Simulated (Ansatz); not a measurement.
## C₃HO₂, SMILES C#CO[C]=O: a geometry optimisation

Computed with the Ansatz DFT code, driven from Python.

Script `run_opt.py`:
```python
# -*- coding: utf-8 -*-
"""Geometry optimisation of C3HO2."""

from dataclasses import dataclass
import warnings

import ansatz as az
import numpy as np
import pandas as pd


@dataclass(frozen=True)
class Settings:
    basis: str = "def2-SVP"
    functional: str = "hf"


cfg = Settings()

GEOMETRY = """
C    -1.35730   -0.47670    0.69130
C    -0.22140   -0.33760    0.53130
O     1.06860   -0.23850    0.37600
C     1.42680    0.45280   -0.72740
O     1.58530    1.03760   -1.72540
H    -2.45990   -0.50160    0.80810
"""

warnings.simplefilter("ignore", az.DeckWarning)

mol = az.Crystal.molecule()
for line in GEOMETRY.strip().splitlines():
    symbol, *xyz = line.split()
    mol = mol.atom(symbol, [float(v) for v in xyz])

base = (
    mol.calculation()
    .basis(gaussian=cfg.basis)
    .functional(cfg.functional)
    .spin("collinear", total=1)
)
symbols = [site.symbol for site in mol.cartesian_sites]
start = np.array([site.position_ang for site in mol.cartesian_sites], dtype=float)
r = base.relax(force_tolerance=0.02).run().report
end = np.array(r["positions_ang"])

print("reference energy %16.6f eV" % r["reference_energy_ev"])
print("total energy     %16.6f eV" % r["free_energy_ev"])
print("occupied orbitals outside the frozen core (up, down):", r["n_occupied"], " frozen:", r["n_frozen"], " virtual:", r["n_virtual"])

print("final positions (A) and the move of each atom")
for symbol, xyz, old in zip(symbols, end, start):
    print(f"{symbol:2s} {xyz[0]:10.5f} {xyz[1]:10.5f} {xyz[2]:10.5f}   {np.linalg.norm(xyz - old):7.4f}")

charges = r["charge_distribution"]
table = pd.DataFrame({"atom": symbols, "mulliken": charges["mulliken_charges_e"], "lowdin": charges["lowdin_charges_e"]})
print(table.round(3).to_string())
print("dipole (e A):", np.round(charges["dipole_moment_e_ang"], 4) + 0.0)
```

Output of `python run_opt.py`:
```text
reference energy     -7171.756278 eV
total energy         -7171.756278 eV
occupied orbitals outside the frozen core (up, down): [18, 17]  frozen: 0  virtual: [57, 58]
final positions (A) and the move of each atom
C    -1.34878   -0.39899    0.61352    0.1103
C    -0.17627   -0.30758    0.47982    0.0748
O     1.12981   -0.22755    0.36689    0.0628
C     1.66832    0.40690   -0.67270    0.2519
O     1.17284    0.94213   -1.56362    0.4532
H    -2.40383   -0.47890    0.72999    0.0988
  atom  mulliken  lowdin
0    C    -0.211  -0.046
1    C     0.338  -0.098
2    O    -0.412   0.128
3    C     0.460  -0.083
4    O    -0.259   0.060
5    H     0.083   0.039
dipole (e A): [-0.1124 -0.1255  0.2055]
```

Notes:
- Total energies depend on the basis set; only differences at equal settings carry meaning.
- The end point is the stationary point reached from this start; no frequency run checks that it is a minimum, and the basis set is modest.
- The run takes the species as open-shell (spin multiplicity 2), which needn't be its ground state.
- The Löwdin charges here are taken after orthogonalising the functions within each atom; they differ from plain Löwdin charges, and their signs can be unphysical.
- It ran for 18 s on 1 thread of Arm Neoverse V1, with other jobs on the host, peak memory 0.28 GiB.
